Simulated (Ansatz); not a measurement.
```yaml
crystal:
  periodic: [false, false, false]
  atoms:
    - {symbol: O, position_ang: [-2.796554, -0.675605, -1.657504]}
    - {symbol: Al, position_ang: [0.592148, 0.675824, -0.921716]}
    - {symbol: O, position_ang: [2.410318, 0.123360, 2.278341]}
    - {symbol: H, position_ang: [-3.980836, -1.846757, -0.378858]}
    - {symbol: H, position_ang: [2.143363, 2.554342, -3.355260]}
    - {symbol: H, position_ang: [1.724181, -0.971741, 3.933356]}
basis:
  gaussian: {orbitals: 6-31G, final_grid: {core_spheres: 5, valence_spheres: 4, degree: 11}}
hamiltonian: {xc: {name: PBE0-DH}}
output: {forces: true}
```

```sh
$ ansatz run in.yaml --threads 4 --pin off --events-out ev --progress --plain --max-ram 10444MiB
```

It prints (some lines left out):

```
Functional definition: PBE0-DH
389 factors; integrals over basis functions are off by at most 2.9e-4 eV
mean field evaluation 1: about -10665.0961 eV, gradient 1.0e2 eV
mean field evaluation 2: about -10665.0919 eV, gradient 1.0e2 eV
mean field evaluation 4: about -10636.4684 eV, gradient 1.1e2 eV
mean field evaluation 8: about -10703.2495 eV, gradient 7.8e0 eV
mean field evaluation 16: about -10703.8425 eV, gradient 1.2e-5 eV
mean field -10703.84250903 eV, -393.3589568818 hartree, gradient 1.3e-6 eV, S^2 0.000000; 6 other end points of the search recorded, 0 dependent functions left out; unrestricted orbitals would lower it
7 core orbitals not correlated: weight in the atoms' cores, before any rotation towards them, 1.000 or more for the frozen orbitals, at most 0.000 for the correlated occupied ones
reference -10703.84253006 eV, -393.3589576545 hartree; 9, 9 occupied and 21, 21 virtual orbitals, 389 factors
second order -31.55395951 eV of doubles, -0.00000000 eV of singles
Total energy: -10707.78677500 eV, -393.5039059825 hartree
Atom 0 at    -2.796554    -0.675605    -1.657504 Å, force    -3.767334    -4.392563     5.533415 eV/Å
Atom 1 at     0.592148     0.675824    -0.921716 Å, force    -0.085765    -0.104568     0.134565 eV/Å
Atom 2 at     2.410318     0.123360     2.278341 Å, force    -3.443691    -4.343977     5.776192 eV/Å
Atom 3 at    -3.980836    -1.846757    -0.378858 Å, force     4.721963     4.758282    -5.293031 eV/Å
Atom 4 at     2.143363     2.554342    -3.355260 Å, force    -0.328214    -0.397402     0.514926 eV/Å
Atom 5 at     1.724181    -0.971741     3.933356 Å, force     2.903041     4.480228    -6.666067 eV/Å
Dipole moment:    -0.193316    -0.233885     0.302938 e Å
```

Q: Something in this input is off. What?

A: The geometry is stretched to more than twice its size. The run converged. The result belongs to that input, not to the molecule as meant.
